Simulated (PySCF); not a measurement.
PySCF input (BP86/def2-SVP):

```python
from pyscf import gto, dft

mol = gto.M(
    atom='''
    Na   -0.00000000   -0.00000000   -2.00393830
    Na    0.00000000    0.00000000    2.00393830
    ''',
    basis='def2-svp',
    charge=1,
    spin=1,
    symmetry='D2h',
    verbose=4,
)

mf = dft.UKS(mol, xc='bp86')
mf.grids.level = 3
mf.conv_tol = 1e-9
mf.max_cycle = 100
mf.max_memory = 1500
mf.kernel()
if not mf.converged:
    mf = mf.newton()
    mf.kernel(mf.make_rdm1())
mf.dip_moment()
```

From the last part of the output:

```
DIIS = <class 'pyscf.scf.diis.CDIIS'>
diis_start_cycle = 1
diis_space = 8
diis_damp = 0
SCF conv_tol = 1e-09
SCF conv_tol_grad = None
SCF max_cycles = 100
direct_scf = True
direct_scf_tol = 1e-13
number electrons alpha = 11  beta = 10
XC library pyscf.dft.libxc version 7.1.2
    S. Lehtola, C. Steigemann, M. J. T. Oliveira, and M. A. L. Marques,  SoftwareX 7, 1–5 (2018)
XC functionals = bp86
    A. D. Becke,  Phys. Rev. A 38, 3098 (1988)
    J. P. Perdew,  Phys. Rev. B 33, 8822 (1986)
    J. P. Perdew,  Phys. Rev. B 34, 7406–7406 (1986)
radial grids:
    Treutler-Ahlrichs [JCP 102, 346 (1995); DOI:10.1063/1.469408] (M4) radial grids

becke partition: Becke, JCP 88, 2547 (1988); DOI:10.1063/1.454033
pruning grids: <function nwchem_prune>
grids dens level: 3
symmetrized grids: D2h
atomic radii adjust function: <function treutler_atomic_radii_adjust>
small_rho_cutoff = 0
Freeze 0 electrons in irreps []
    21 free electrons in irreps Ag B1g B2g B3g Au B1u B2u B3u
Set gradient conv threshold to 3.16228e-05
tot grids = 36200
init E= -324.421585952807
alpha HOMO (Ag) = -0.125593954248511  LUMO (B1u) = -0.0868844888321352
beta  HOMO (B3u) = -1.04293657251433  LUMO (Ag) = -0.125593954248511

WARN: HOMO -0.125593954248511 >= LUMO -0.125593954248511

WARN: alpha-Ag HOMO -0.125593954248511 > system LUMO -0.125593954248511

WARN: beta-Ag LUMO -0.125593954248511 < system HOMO -0.125593954248511

cycle= 1 E= -324.279138145636  delta_E= 0.142  |g|= 0.0366  |ddm|= 0.633
alpha HOMO (Ag) = -0.288820526135533  LUMO (B1u) = -0.22822919884897
beta  HOMO (B3u) = -1.2586965263098  LUMO (Ag) = -0.257993034612375
  HOMO = -0.288820526136  LUMO = -0.257993034612  gap/eV = 0.83886
cycle= 2 E= -324.285059265638  delta_E= -0.00592  |g|= 0.00488  |ddm|= 0.467
alpha HOMO (Ag) = -0.276755863531164  LUMO (B1u) = -0.214858495624741
beta  HOMO (B1u) = -1.23924147406734  LUMO (Ag) = -0.242319625785514
  HOMO = -0.276755863531  LUMO = -0.242319625786  gap/eV = 0.93706
cycle= 3 E= -324.285083573788  delta_E= -2.43e-05  |g|= 0.000428  |ddm|= 0.0183
alpha HOMO (Ag) = -0.275739587828131  LUMO (B1u) = -0.213543862341831
beta  HOMO (B1u) = -1.23867069197559  LUMO (Ag) = -0.240926976546674
  HOMO = -0.275739587828  LUMO = -0.240926976547  gap/eV = 0.94730
cycle= 4 E= -324.28508407649  delta_E= -5.03e-07  |g|= 3.69e-05  |ddm|= 0.00359
alpha HOMO (Ag) = -0.27577146015519  LUMO (B1u) = -0.213542314065289
beta  HOMO (B1u) = -1.23873801584428  LUMO (Ag) = -0.240965332431087
  HOMO = -0.275771460155  LUMO = -0.240965332431  gap/eV = 0.94712
cycle= 5 E= -324.285084085979  delta_E= -9.49e-09  |g|= 7.84e-06  |ddm|= 0.000746
alpha HOMO (Ag) = -0.275763264711918  LUMO (B1u) = -0.213526775370303
beta  HOMO (B1u) = -1.23874193450261  LUMO (Ag) = -0.240955310053428
  HOMO = -0.275763264712  LUMO = -0.240955310053  gap/eV = 0.94717
cycle= 6 E= -324.285084086305  delta_E= -3.26e-10  |g|= 4.43e-07  |ddm|= 0.000143
alpha HOMO (Ag) = -0.275763400184666  LUMO (B1u) = -0.213526881897146
beta  HOMO (B1u) = -1.23874171553408  LUMO (Ag) = -0.240955434103834
  HOMO = -0.275763400185  LUMO = -0.240955434104  gap/eV = 0.94717
Extra cycle  E= -324.285084086305  delta_E= -5.68e-13  |g|= 7.92e-08  |ddm|= 2.68e-06
converged SCF energy = -324.285084086305  <S^2> = 0.75000823  2S+1 = 2.0000082

WARN: System has nonzero charge 1; the dipole moment is origin-dependent.
Location of origin: [0. 0. 0.]

Dipole moment(X, Y, Z, Debye):  0.00000,  0.00000, -0.00000
```

The dipole moment of an ion depends on the origin.
